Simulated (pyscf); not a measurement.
## Routes from H₃C–CH₃ + H•

Candidate steps break at most two bonds and form at most two. Each was searched with GFN2-xTB (tblite) first. Optimised with ωB97X-D3(BJ)/def2-SVP in PySCF. Energies: ωB97M-D3(BJ)/def2-TZVP, eV, from the separated reactants, doublet surface; ΔG‡ with ideal gas, 1 atm, RRHO with modes under 100 cm⁻¹ raised to 100, one conformer, R ln 2 for chiral ones without a mode under 150 cm⁻¹.

```json
[
 {"products": "•H₂C–CH₃ + H₂", "type": "hydrogen abstraction", "ΔE‡": "0.48", "ΔE": "+0.01", "ΔG‡ 298 K": "0.61", "ΔG‡ 900 K": "1.11", "ν‡ (cm⁻¹)": "1313i"},
 {"products": "CH₄ + CH₃•", "type": "substitution at C", "ΔE‡": "1.61", "ΔE": "-0.62", "ΔG‡ 298 K": "1.86", "ΔG‡ 900 K": "2.45", "ν‡ (cm⁻¹)": "1568i"},
 {"products": "H₃C–CH₃ + H•", "type": "substitution at C", "ΔE‡": "1.72", "ΔE": "0.00", "ΔG‡ 298 K": "1.89", "ΔG‡ 900 K": "2.43", "ν‡ (cm⁻¹)": "1813i"}
]
```

Plain bond fissions and candidates not yet searched are not listed, and one of them may be faster. Each barrier is that of the saddle found; lower ones may exist.
